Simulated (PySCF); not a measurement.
Gas-phase reaction: CH3SiH2 + C2H2 (acetylene) ⇌ H2CSiH2 + C2H3 (vinyl)

Energies from PySCF (xtb for GFN2), thermal terms from the rigid-rotor harmonic-oscillator model, ideal gas at 1 bar. † marks an energy on the PBE0/def2-TZVP geometry and frequencies; other levels use their own. Open shells (unrestricted): CH3SiH2 (multiplicity 2), C2H3 (vinyl) (multiplicity 2); the rest are closed-shell singlets. GFN2 has no spin-polarisation term. CH3SiH2, H2CSiH2: computed as isolated molecules; such fragments, hydroxides, amides, oligomers or adducts are transient or little studied in the gas.

```csv
level,"ΔH°(298 K), kJ"
BLYP/def2-TZVP†,101
GFN2-xTB,?
M06-2X/def2-TZVP†,127
PBE0/def2-SVP†,108
LDA/def2-TZVP†,?
```

Problem. Fill in the missing entries.

Solution. 
- GFN2-xTB, ΔH°(298 K), kJ: 131
- LDA/def2-TZVP†, ΔH°(298 K), kJ: 107
